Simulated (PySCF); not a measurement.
Work out the structure from these simulated measurements.

Formula: CH4S.

| Property | Result |
| --- | --- |
| UV, first state | lowest singlet excitation: 5.44 eV (228 nm, f = 0.006) [TDDFT CAM-B3LYP/def2-SVPD] |
| UV, strongest line | among the 8 lowest singlet transitions: S8 at 8.78 eV (141 nm, f = 0.105) [TDDFT CAM-B3LYP/def2-SVPD] |
| 1H NMR | chemical shifts (computed TMS as zero) by class: 2.05 (3 H), 1.32 (1 H) ppm [GIAO PBE0/pcSseg-1] |
| Triplet | lowest triplet excitation (Tamm–Dancoff): 5.04 eV [TDA CAM-B3LYP/def2-SVPD] |
| Rotational structure | rotational constants A, B, C: 103.099, 12.944, 12.412 GHz [GFN2-xTB] |
| Dipole | 1.61 D [CAM-B3LYP/def2-SVPD] |
| 13C NMR | chemical shifts (computed TMS as zero) by class: 12.0 (1 C) ppm [GIAO PBE0/pcSseg-1] |

The electronic properties come from PySCF, for the isolated species, density fitting. Levels stand in brackets. Isolated species at its GFN2-xTB geometry, gas phase. NMR values are class means; diastereotopic atoms form classes of their own.

**Question.** Give a SMILES that accounts for the data.

**Answer.** Its formula, CH4S, gives 0 degrees of unsaturation, so no ring and no π bond. The one carbon: S-methyl carbon (12.0 ppm). Hydrogen classes from least to most shielded: 3 H on an S-methyl carbon (2.05 ppm, a mean of values up to 0.6 ppm apart in this geometry), 1 H on a thiol sulfur (1.32 ppm). The optimised geometry has point group Cs and is an asymmetric top. Structure: methanethiol, `CS`.
